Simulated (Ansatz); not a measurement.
**CF2: interaction energy of a dimer with the counterpoise correction, by script**

How strongly do two molecules of CF2 bind, and how much of that is basis error? Aim: the interaction energy of a dimer with the counterpoise correction, for CF2, run from a script.

Computed with Ansatz 0.2.0, driven from Python. Level of theory: Hartree-Fock/def2-SVPD.

## 1. Starting point

Bond lengths: F1–C2 1.320 Å, C2–F3 1.320 Å. Angles: F1–C2–F3 118.3°.

No structure file is read: the coordinates are typed or built in the script.

## 2. Script

Input file cf2_dimer.py:

```python
import ansatz as az

BASIS_SET = "def2-SVPD"
FUNCTIONAL = "hf"

FIRST = [
    ("F", (0.3969, 1.0328, 0.3328)),
    ("C", (0.3268, -0.2722, 0.1497)),
    ("F", (-0.7238, -0.7606, -0.4825)),
]
SECOND = [
    ("F", (3.1621, 0.9989, 1.3609)),
    ("C", (2.9379, 1.4901, 2.5649)),
    ("F", (3.7017, 1.0813, 3.5606)),
]

def energy(atoms, ghosts=()):
    molecule = az.Crystal.molecule()
    for symbol, xyz in atoms:
        molecule = molecule.atom(symbol, xyz)
    calc = (
        molecule.calculation()
        .basis(gaussian=BASIS_SET)
        .functional(FUNCTIONAL)
    )
    deck = calc.input()
    if ghosts:
        deck = deck.set(az.key.basis.gaussian.ghost_atoms, [{"symbol": s, "position_ang": list(xyz)} for s, xyz in ghosts])
    return az.Session.from_dict(deck).plan().execute().report["free_energy_ev"]

both = energy(FIRST + SECOND)
alone = energy(FIRST) + energy(SECOND)
ghosted = energy(FIRST, SECOND) + energy(SECOND, FIRST)
print(f"dimer {both:.6f} eV")
print(f"interaction, uncorrected   {96.485332 * (both - alone):8.3f} kJ/mol")
print(f"interaction, counterpoise  {96.485332 * (both - ghosted):8.3f} kJ/mol")
print(f"basis-set superposition    {96.485332 * (alone - ghosted):8.3f} kJ/mol")
```

## 3. The calls as engine input

The package turns the script's settings into the engine's input (first run):

```yaml
crystal:
  periodic: [false, false, false]
  atoms:
    - { symbol: F, position_ang: [0.3969, 1.0328, 0.3328] }
    - { symbol: C, position_ang: [0.3268, -0.2722, 0.1497] }
    - { symbol: F, position_ang: [-0.7238, -0.7606, -0.4825] }
    - { symbol: F, position_ang: [3.1621, 0.9989, 1.3609] }
    - { symbol: C, position_ang: [2.9379, 1.4901, 2.5649] }
    - { symbol: F, position_ang: [3.7017, 1.0813, 3.5606] }
basis:
  gaussian:
    orbitals: def2-SVPD
hamiltonian:
  xc: hf
```

## 4. The run

Command:

```bash
$ python cf2_dimer.py
```

**Question.** How large is the interaction at this pose, and how much of it is basis-set superposition?

**Answer**, as computed:

| quantity | value |
| --- | --- |
| interaction energy, uncorrected | 0.048 kJ/mol |
| interaction energy, counterpoise | 1.935 kJ/mol |
| runs compared | 5 |

**Reading.** The pair is unbound at this geometry and level. Uncorrected it is 0.048 kJ/mol, with the counterpoise correction 1.935 kJ/mol; the difference, 1.89 kJ/mol, is the superposition error. The pose is repulsive. Caveats:
- The dimer is a generated trial pose of unrelaxed monomers, not a minimum, so the figure is no binding energy, and the basis set is small.
- This level lacks the dispersion part of the attraction (electrostatics and induction are there), which can decide the sign where the interaction is weak.
